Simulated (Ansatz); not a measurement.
Ansatz (a program for electronic structure) input (B3LYP-D3(BJ)/def2-TZVP):

Ansatz 0.2 input:
```yaml
crystal:
  periodic: [false, false, false]
  atoms:
    - {symbol: C, position_ang: [-0.00304735, 0.42791482, -0.00613070]}
    - {symbol: C, position_ang: [1.20001360, -0.09023937, 0.00044276]}
    - {symbol: F, position_ang: [-1.17652991, -0.15679382, 0.00308106]}
    - {symbol: H, position_ang: [1.34031919, -1.16762619, 0.01578439]}
    - {symbol: H, position_ang: [2.06665249, 0.55271791, -0.00938634]}
basis:
  gaussian:
    orbitals: def2-TZVP
hamiltonian:
  xc: b3lyp
  dispersion: d3bj
magnetization: {spin_polarized: true, initial_magnetization: 1}
phonons: {temperatures: {t_min: 298.15, t_max: 298.15, t_step: 100}}
```

Output:

```
Functional definition: B3LYP
integrals: 0.02 GiB planned
604 factors; their error is unknown
mean field: 0.31 GiB planned
mean field evaluation 1: about -4816.9136 eV, gradient 3.5e1 eV
mean field evaluation 2: about -4812.6978 eV, gradient 4.2e1 eV
mean field evaluation 4: about -4822.3209 eV, gradient 2.2e0 eV
mean field evaluation 8: about -4822.3448 eV, gradient 2.5e-1 eV
mean field evaluation 16: about -4822.3453 eV, gradient 8.6e-5 eV
mean field -4822.34529226 eV, -177.2179207877 hartree, gradient 8.6e-5 eV, S^2 0.759501; 0 other end points of the search recorded, 0 dependent functions left out
the calculation of the forces begins
reference -4822.34547666 eV, -177.2179275642 hartree; 12, 11 occupied and 93, 94 virtual orbitals, 604 factors
these checks for a lower state are left out or cut short: stability, starts, cluster_reference, orbital_swaps, neighbouring_geometries, increment
integrals: 0.02 GiB planned
604 factors; their error is unknown
mean field: 0.31 GiB planned
mean field -4822.34520078 eV, -177.2179174257 hartree, gradient 1.3e-6 eV, S^2 0.759575; 0 other end points of the search recorded, 0 dependent functions left out
the calculation of the forces begins
reference -4822.34538510 eV, -177.2179241993 hartree; 12, 11 occupied and 93, 94 virtual orbitals, 604 factors
these checks for a lower state are left out or cut short: stability, starts, cluster_reference, orbital_swaps, neighbouring_geometries, increment
integrals: 0.02 GiB planned
604 factors; their error is unknown
mean field: 0.31 GiB planned
mean field evaluation 32: about -4822.3452 eV, gradient 1.2e-6 eV
mean field -4822.34519532 eV, -177.2179172251 hartree, gradient 1.2e-6 eV, S^2 0.759428; 0 other end points of the search recorded, 0 dependent functions left out
the calculation of the forces begins
reference -4822.34537980 eV, -177.2179240047 hartree; 12, 11 occupied and 93, 94 virtual orbitals, 604 factors
these checks for a lower state are left out or cut short: stability, starts, cluster_reference, orbital_swaps, neighbouring_geometries, increment
integrals: 0.02 GiB planned
604 factors; their error is unknown
mean field: 0.31 GiB planned
mean field -4822.34515673 eV, -177.2179158071 hartree, gradient 1.2e-6 eV, S^2 0.759449; 0 other end points of the search recorded, 0 dependent functions left out
the calculation of the forces begins
reference -4822.34534109 eV, -177.2179225819 hartree; 12, 11 occupied and 93, 94 virtual orbitals, 604 factors
these checks for a lower state are left out or cut short: stability, starts, cluster_reference, orbital_swaps, neighbouring_geometries, increment
integrals: 0.02 GiB planned
604 factors; their error is unknown
mean field: 0.31 GiB planned
mean field -4822.34516322 eV, -177.2179160455 hartree, gradient 1.3e-6 eV, S^2 0.759554; 0 other end points of the search recorded, 0 dependent functions left out
the calculation of the forces begins
reference -4822.34534767 eV, -177.2179228238 hartree; 12, 11 occupied and 93, 94 virtual orbitals, 604 factors
these checks for a lower state are left out or cut short: stability, starts, cluster_reference, orbital_swaps, neighbouring_geometries, increment
integrals: 0.02 GiB planned
604 factors; their error is unknown
mean field: 0.31 GiB planned
mean field -4822.34510099 eV, -177.2179137585 hartree, gradient 1.2e-6 eV, S^2 0.759452; 0 other end points of the search recorded, 0 dependent functions left out
the calculation of the forces begins
reference -4822.34528552 eV, -177.2179205398 hartree; 12, 11 occupied and 93, 94 virtual orbitals, 604 factors
these checks for a lower state are left out or cut short: stability, starts, cluster_reference, orbital_swaps, neighbouring_geometries, increment
integrals: 0.02 GiB planned
604 factors; their error is unknown
mean field: 0.31 GiB planned
mean field -4822.34510112 eV, -177.2179137632 hartree, gradient 1.3e-6 eV, S^2 0.759551; 0 other end points of the search recorded, 0 dependent functions left out
the calculation of the forces begins
reference -4822.34528540 eV, -177.2179205353 hartree; 12, 11 occupied and 93, 94 virtual orbitals, 604 factors
these checks for a lower state are left out or cut short: stability, starts, cluster_reference, orbital_swaps, neighbouring_geometries, increment
integrals: 0.02 GiB planned
604 factors; their error is unknown
mean field: 0.31 GiB planned
mean field evaluation 64: about -4822.3412 eV, gradient 2.8e-1 eV
mean field -4822.34516081 eV, -177.2179159567 hartree, gradient 1.3e-6 eV, S^2 0.759562; 0 other end points of the search recorded, 0 dependent functions left out
the calculation of the forces begins
reference -4822.34534521 eV, -177.2179227332 hartree; 12, 11 occupied and 93, 94 virtual orbitals, 604 factors
these checks for a lower state are left out or cut short: stability, starts, cluster_reference, orbital_swaps, neighbouring_geometries, increment
integrals: 0.02 GiB planned
604 factors; their error is unknown
mean field: 0.31 GiB planned
mean field -4822.34515210 eV, -177.2179156366 hartree, gradient 1.2e-6 eV, S^2 0.759442; 0 other end points of the search recorded, 0 dependent functions left out
the calculation of the forces begins
reference -4822.34533650 eV, -177.2179224133 hartree; 12, 11 occupied and 93, 94 virtual orbitals, 604 factors
these checks for a lower state are left out or cut short: stability, starts, cluster_reference, orbital_swaps, neighbouring_geometries, increment
integrals: 0.02 GiB planned
604 factors; their error is unknown
mean field: 0.31 GiB planned
mean field -4822.34526210 eV, -177.2179196793 hartree, gradient 1.2e-6 eV, S^2 0.759482; 0 other end points of the search recorded, 0 dependent functions left out
the calculation of the forces begins
reference -4822.34544655 eV, -177.2179264575 hartree; 12, 11 occupied and 93, 94 virtual orbitals, 604 factors
these checks for a lower state are left out or cut short: stability, starts, cluster_reference, orbital_swaps, neighbouring_geometries, increment
integrals: 0.02 GiB planned
604 factors; their error is unknown
mean field: 0.31 GiB planned
mean field -4822.34526162 eV, -177.2179196615 hartree, gradient 1.3e-6 eV, S^2 0.759520; 0 other end points of the search recorded, 0 dependent functions left out
the calculation of the forces begins
reference -4822.34544598 eV, -177.2179264364 hartree; 12, 11 occupied and 93, 94 virtual orbitals, 604 factors
these checks for a lower state are left out or cut short: stability, starts, cluster_reference, orbital_swaps, neighbouring_geometries, increment
integrals: 0.02 GiB planned
604 factors; their error is unknown
mean field: 0.31 GiB planned
mean field evaluation 96: about -4822.3451 eV, gradient 2.4e-1 eV
mean field -4822.34522101 eV, -177.2179181693 hartree, gradient 1.2e-6 eV, S^2 0.759487; 0 other end points of the search recorded, 0 dependent functions left out
the calculation of the forces begins
reference -4822.34540545 eV, -177.2179249472 hartree; 12, 11 occupied and 93, 94 virtual orbitals, 604 factors
these checks for a lower state are left out or cut short: stability, starts, cluster_reference, orbital_swaps, neighbouring_geometries, increment
integrals: 0.02 GiB planned
604 factors; their error is unknown
mean field: 0.31 GiB planned
mean field -4822.34524551 eV, -177.2179190695 hartree, gradient 1.3e-6 eV, S^2 0.759516; 0 other end points of the search recorded, 0 dependent functions left out
the calculation of the forces begins
reference -4822.34542987 eV, -177.2179258447 hartree; 12, 11 occupied and 93, 94 virtual orbitals, 604 factors
these checks for a lower state are left out or cut short: stability, starts, cluster_reference, orbital_swaps, neighbouring_geometries, increment
integrals: 0.02 GiB planned
604 factors; their error is unknown
mean field: 0.31 GiB planned
mean field -4822.34518329 eV, -177.2179167831 hartree, gradient 1.2e-6 eV, S^2 0.759496; 0 other end points of the search recorded, 0 dependent functions left out
the calculation of the forces begins
reference -4822.34536760 eV, -177.2179235564 hartree; 12, 11 occupied and 93, 94 virtual orbitals, 604 factors
these checks for a lower state are left out or cut short: stability, starts, cluster_reference, orbital_swaps, neighbouring_geometries, increment
integrals: 0.02 GiB planned
604 factors; their error is unknown
mean field: 0.31 GiB planned
mean field -4822.34519329 eV, -177.2179171506 hartree, gradient 1.2e-6 eV, S^2 0.759506; 0 other end points of the search recorded, 0 dependent functions left out
the calculation of the forces begins
reference -4822.34537779 eV, -177.2179239305 hartree; 12, 11 occupied and 93, 94 virtual orbitals, 604 factors
these checks for a lower state are left out or cut short: stability, starts, cluster_reference, orbital_swaps, neighbouring_geometries, increment
integrals: 0.02 GiB planned
604 factors; their error is unknown
mean field: 0.31 GiB planned
mean field evaluation 128: about -4822.3453 eV, gradient 3.0e-3 eV
mean field -4822.34528752 eV, -177.2179206132 hartree, gradient 1.2e-6 eV, S^2 0.759507; 0 other end points of the search recorded, 0 dependent functions left out
the calculation of the forces begins
reference -4822.34547191 eV, -177.2179273896 hartree; 12, 11 occupied and 93, 94 virtual orbitals, 604 factors
these checks for a lower state are left out or cut short: stability, starts, cluster_reference, orbital_swaps, neighbouring_geometries, increment
integrals: 0.02 GiB planned
604 factors; their error is unknown
mean field: 0.31 GiB planned
mean field -4822.34527804 eV, -177.2179202650 hartree, gradient 1.2e-6 eV, S^2 0.759496; 0 other end points of the search recorded, 0 dependent functions left out
the calculation of the forces begins
reference -4822.34546245 eV, -177.2179270418 hartree; 12, 11 occupied and 93, 94 virtual orbitals, 604 factors
these checks for a lower state are left out or cut short: stability, starts, cluster_reference, orbital_swaps, neighbouring_geometries, increment
integrals: 0.02 GiB planned
604 factors; their error is unknown
mean field: 0.31 GiB planned
mean field -4822.34524598 eV, -177.2179190869 hartree, gradient 1.2e-6 eV, S^2 0.759501; 0 other end points of the search recorded, 0 dependent functions left out
the calculation of the forces begins
reference -4822.34543039 eV, -177.2179258636 hartree; 12, 11 occupied and 93, 94 virtual orbitals, 604 factors
these checks for a lower state are left out or cut short: stability, starts, cluster_reference, orbital_swaps, neighbouring_geometries, increment
integrals: 0.02 GiB planned
604 factors; their error is unknown
mean field: 0.31 GiB planned
mean field -4822.34524159 eV, -177.2179189253 hartree, gradient 1.2e-6 eV, S^2 0.759501; 0 other end points of the search recorded, 0 dependent functions left out
the calculation of the forces begins
reference -4822.34542598 eV, -177.2179257018 hartree; 12, 11 occupied and 93, 94 virtual orbitals, 604 factors
these checks for a lower state are left out or cut short: stability, starts, cluster_reference, orbital_swaps, neighbouring_geometries, increment
integrals: 0.02 GiB planned
604 factors; their error is unknown
mean field: 0.31 GiB planned
mean field evaluation 160: about -4822.3453 eV, gradient 1.2e-6 eV
mean field -4822.34525710 eV, -177.2179194956 hartree, gradient 1.2e-6 eV, S^2 0.759503; 0 other end points of the search recorded, 0 dependent functions left out
the calculation of the forces begins
reference -4822.34544152 eV, -177.2179262728 hartree; 12, 11 occupied and 93, 94 virtual orbitals, 604 factors
these checks for a lower state are left out or cut short: stability, starts, cluster_reference, orbital_swaps, neighbouring_geometries, increment
integrals: 0.02 GiB planned
604 factors; their error is unknown
mean field: 0.31 GiB planned
mean field -4822.34524429 eV, -177.2179190247 hartree, gradient 1.2e-6 eV, S^2 0.759500; 0 other end points of the search recorded, 0 dependent functions left out
the calculation of the forces begins
reference -4822.34542867 eV, -177.2179258006 hartree; 12, 11 occupied and 93, 94 virtual orbitals, 604 factors
Total energy: -4822.43561860 eV, -177.2212402191 hartree
Atom 0 at    -0.003047     0.427915    -0.006131 Å, force     0.000230     0.000144    -0.000002 eV/Å
Atom 1 at     1.200014    -0.090239     0.000443 Å, force    -0.000386    -0.000053     0.000001 eV/Å
Atom 2 at    -1.176530    -0.156794     0.003081 Å, force     0.000097    -0.000188     0.000003 eV/Å
Atom 3 at     1.340319    -1.167626     0.015784 Å, force    -0.000111     0.000020    -0.000000 eV/Å
Atom 4 at     2.066652     0.552718    -0.009386 Å, force     0.000169     0.000077    -0.000001 eV/Å
Dipole moment:     0.206548    -0.059303     0.000704 e Å
Vibrations: 453.62 617.04 831.41 945.48 1155.06 1396.38 1706.85 3117.35 3244.09 cm⁻¹, zero-point energy 0.834865 eV
```

It need not be the lowest isomer of its formula.
